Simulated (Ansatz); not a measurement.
# [GeH3···H···F], doublet along the distance Ge1-H5

Starting geometry:

```xyz
6

Ge   -0.6093    0.0000    0.0000
H    -1.1207    1.4466    0.0000
H    -1.1207   -0.7233    1.2528
H    -1.1207   -0.7233   -1.2528
H     0.9251    0.0000    0.0000
F     2.4587    0.0000    0.0000
```

From there H5 is moved from one fragment to the other while all else, the fragments' distance too, stays fixed; atoms are numbered as listed. Energies are in kcal/mol, counted from the starting geometry at the same level. Kohn–Sham curves are unrestricted where that lies lower.

Basis cc-pVDZ; Ansatz 0.2.0. Only valence electrons are correlated (noble-gas cores and the filled d shells of p-block atoms frozen). R marks a restricted (for open shells ROHF) determinant, U an unrestricted one. No spin–orbit coupling is included, and no scalar relativity.

Full CI isn't at hand for all of this; UCCSDT(Q) serves as the reference, and is uncertain by about the last step of the cluster series. The frozen core follows each run's orbitals, which can shift R against U totals by a few meV for light atoms and by up to 0.1 eV past Ca.

| distance Ge1-H5 (Å) | UCCSDT(Q) | curve A | curve B | curve C | curve D |
| --- | --- | --- | --- | --- | --- |
| 1.534 | 0.0 | 0.0 | 0.0 | 0.0 | 0.0 |
| 1.625 | -2.2 | -4.5 | 2.5 | 4.0 | -2.1 |
| 1.806 | -10.9 | -13.5 | 4.2 | 8.9 | -10.6 |
| 1.987 | -28.0 | -25.4 | -12.1 | -13.6 | -27.8 |
| 2.168 | -37.5 | -28.6 | -26.4 | -29.0 | -37.4 |

Problem. The curves come from PBE, RCCSD(T), RHF, UHF. Compare each with UCCSDT(Q) and say which is which.

Solution. A: PBE, B: UHF, C: RHF, D: RCCSD(T). Spread of the error against UCCSDT(Q), over the points where both stand: A 11.5, B 16.0, C 19.8, D 0.3 kcal/mol. 

In so small a basis the reference is far from its limit while semilocal and hybrid functionals are nearer theirs, so the functionals' errors here hold much of the reference's basis and frozen-core error, which can add to them or hide them.
